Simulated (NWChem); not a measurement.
The numbers come from NWChem runs, not from measurements. System: Li2, charge 0, spin multiplicity 1, at a geometry optimised with PBE0/def2-SVP. The structure started from a generated list of species. Level: CCSD linear response/def2-SVPD, no orbitals frozen.

Part of the output:

```
             Northwest Computational Chemistry Package (NWChem) 7.3.0
             --------------------------------------------------------

                                NWChem Input Module
                                -------------------

 Scaling coordinates for geometry "geometry" by  1.889725989
 (inverse scale =  0.529177249)

 Turning off AUTOSYM since
 SYMMETRY directive was detected!

                             Geometry "geometry" -> ""
                             -------------------------

 Output coordinates in angstroms (scale by  1.889725989 to convert to a.u.)

  No.       Tag          Charge          X              Y              Z
 ---- ---------------- ---------- -------------- -------------- --------------
    1 Li                   3.0000     0.00000000     0.00000000     1.39355900
    2 Li                   3.0000     0.00000000     0.00000000    -1.39355900

 Effective nuclear repulsion energy (a.u.)       1.7087885195

            Nuclear Dipole moment (a.u.)
            ----------------------------
        X                 Y               Z
 ---------------- ---------------- ----------------
     0.0000000000     0.0000000000     0.0000000000

      Symmetry information
      --------------------

 Group name             D2h
 Group number             26
 Group order               8
 No. of unique centers     1

      Symmetry unique atoms

     1


 Summary of "ao basis" -> "" (spherical)
 ------------------------------------------------------------------------------
       Tag                 Description            Shells   Functions and Types
 ---------------- ------------------------------  ------  ---------------------
 *                         def2-svpd                  on all atoms

 Summary of "ao basis" -> "ao basis" (spherical)
 ------------------------------------------------------------------------------
       Tag                 Description            Shells   Functions and Types
 ---------------- ------------------------------  ------  ---------------------
 Li                        def2-svpd                 6       12   3s3p

                                 NWChem SCF Module
                                 -----------------

  ao basis        = "ao basis"
  functions       =    24
  atoms           =     2
  closed shells   =     3
  open shells     =     0
  charge          =   0.00
  wavefunction    = RHF
  use symmetry    = T
  symmetry adapt  = T

 Summary of "ao basis" -> "ao basis" (spherical)
[...]
   20          0.0000012740940     0.1     0.1
   21          0.0000002134487     0.1     0.1
 ---------------------------------------------
 Iterations converged

 Y   axis ( b2u symmetry)

 Frequency =       0.0000000 / au

 CCSD-LR iterations
 ---------------------------------------------
 Iter          Residuum            Cpu    Wall
 ---------------------------------------------
    1          1.0655361544036     0.1     0.1
    2          1.3717209795002     0.1     0.1
    3          1.0159216101738     0.1     0.1
    4          0.6962264968328     0.1     0.1
    5          0.4631258283209     0.1     0.1
    6          0.0371612364627     0.1     0.1
    7          0.0148659084853     0.1     0.1
    8          0.0078555895535     0.1     0.1
    9          0.0045644090946     0.1     0.1
   10          0.0028061483920     0.1     0.1
   11          0.0005203646061     0.1     0.1
   12          0.0002425022515     0.1     0.1
   13          0.0001436291981     0.1     0.1
   14          0.0000897595520     0.1     0.1
   15          0.0000573734228     0.1     0.1
   16          0.0000109451143     0.1     0.1
   17          0.0000054325521     0.1     0.1
   18          0.0000031849005     0.1     0.1
   19          0.0000019855230     0.1     0.1
   20          0.0000012740940     0.1     0.1
   21          0.0000002134487     0.1     0.1
 ---------------------------------------------
 Iterations converged

 Z   axis ( b1u symmetry)

 Frequency =       0.0000000 / au

 CCSD-LR iterations
 ---------------------------------------------
 Iter          Residuum            Cpu    Wall
 ---------------------------------------------
    1          1.4919206370188     0.1     0.1
    2          2.5091510743282     0.1     0.1
    3          1.8821472938940     0.1     0.1
    4          1.4603295198961     0.1     0.1
    5          1.1239441346374     0.1     0.1
    6          0.1842426157528     0.1     0.1
    7          0.0838801092007     0.1     0.1
    8          0.0481886376618     0.1     0.1
    9          0.0308388050493     0.1     0.1
   10          0.0208512445753     0.1     0.1
   11          0.0054555752916     0.1     0.1
   12          0.0033489550809     0.1     0.1
   13          0.0024563939467     0.1     0.1
   14          0.0018422848806     0.1     0.1
   15          0.0013996403624     0.1     0.1
   16          0.0003217378795     0.2     0.2
   17          0.0001504151646     0.2     0.2
   18          0.0000909448122     0.2     0.2
   19          0.0000603710810     0.2     0.2
   20          0.0000419324933     0.2     0.2
   21          0.0000115543067     0.2     0.2
   22          0.0000067075290     0.1     0.1
   23          0.0000048296976     0.1     0.1
   24          0.0000035789240     0.1     0.1
   25          0.0000027019548     0.1     0.1
   26          0.0000006554975     0.1     0.1
 ---------------------------------------------
 Iterations converged

 CCSD-LR dipole moments / hartree & Debye
 --------------------------------
 X      -0.0000000     -0.0000000
 Y      -0.0000000     -0.0000000
 Z      -0.0000000     -0.0000000
 --------------------------------

 CCSD Linear Response polarizability / au
 Frequency  =       0.0000000 / au
 Wavelength =        Infinity / nm
 -------------------------------------------------------|-----------------------------------------------
                     atomic units (bohr^3)              |                   angstroms^3
                  X              Y              Z       |             X              Y              Z
 -------------------------------------------------------|-----------------------------------------------
 X          165.7792900     -0.0000000     -0.0000000   |     24.5659616     -0.0000000     -0.0000000
 Y           -0.0000000    165.7792900     -0.0000000   |     -0.0000000     24.5659616     -0.0000000
 Z           -0.0000000     -0.0000000    387.6801816   |     -0.0000000     -0.0000000     57.4482883
 -------------------------------------------------------|-----------------------------------------------
 Eigs =     165.7792900    165.7792900    387.6801816   |     24.5659616     24.5659616     57.4482883
 Isotropic   =             239.7462539                  |                    35.5267371
 Anisotropic =             221.9008915                  |                    32.8823267
 -------------------------------------------------------|-----------------------------------------------

 Task  times  cpu:       10.4s     wall:       10.4s

 Total times  cpu:       10.4s     wall:       10.4s
```

Write an NWChem input that would produce this output.

Several could match; the one computed here: 
```
start mol
memory heap 100 mb stack 700 mb global 1900 mb
geometry units angstroms nocenter noautoz
  Li     0.000000     0.000000     1.393559
  Li     0.000000     0.000000    -1.393559
  symmetry group D2h
end
basis spherical
  * library def2-svpd
end
scf
  rhf
  nopen 0
  maxiter 100
  thresh 1e-7
  semidirect memsize 60000000 filesize 0
end
tce
  ccsd
  thresh 1e-6
  tilesize 24
end
set tce:lineresp T
set tce:afreq 0.0
set tce:respaxis T T T
task tce energy
```
